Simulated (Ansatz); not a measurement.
The same path of BH3 + H3P (8 atoms, charge 0, multiplicity 1) was run 3 times with different band settings. Lost on the way: B1–H2, P5–H8. Made: B1–P5, H2–H8.

Level of theory: Ansatz 0.2.0, RHF/6-31G*.

Relaxed end points:

```xyz
8
Properties=species:S:1:pos:R:3
B -0.030 0.800 -0.146
H -0.053 1.256 0.951
H 1.009 0.635 -0.699
H -1.046 0.512 -0.691
P 0.228 -3.396 1.199
H -0.552 -3.097 0.071
H 1.430 -2.912 0.662
H -0.090 -2.220 1.896
```

```xyz
8
Properties=species:S:1:pos:R:3
B 0.197 -0.859 -0.511
H -0.459 1.369 2.781
H 1.156 -0.161 -0.524
H -0.861 -0.417 -0.820
P 0.318 -2.623 0.193
H -0.556 -3.348 -0.625
H 1.536 -3.082 -0.318
H -0.434 0.698 3.067
```

Common settings: movable images 5; climbing image yes; spring 5.0 eV/Å²; force threshold 0.05 eV/Å; iteration limit 60; end points relaxed.

| run | optimiser | start path |
| --- | --- | --- |
| 1 | quadratic models (default) | through a guess of the saddle point |
| 2 | quadratic models (default) | straight line |
| 3 | lbfgs | through a guess of the saddle point |

(1) What does each run give, and how far can it be trusted?

Answers

(1) Run 1: converged after 20 iterations, highest image 1.692 eV above the first end. Neighbouring images differ by up to 1.5 eV, so the band resolves the path poorly. A vibrational analysis at the climbing image gives one clearly imaginary mode, 1377i cm⁻¹: a first-order saddle point.
Run 2: converged after 26 iterations, highest image 1.692 eV above the first end. Neighbouring images differ by up to 1.5 eV, so the band resolves the path poorly. Another band between the same ends (5 images) ends at a top of the same energy, where a vibrational analysis finds 1 clearly imaginary mode.
Run 3: converged after 58 iterations, highest image 1.706 eV above the first end. Neighbouring images differ by up to 1.5 eV, so the band resolves the path poorly. The order of the stationary point at the top wasn't checked.
The orbitals stay closed-shell, which can raise the energy where a bond breaks towards radicals; this wasn't checked here.
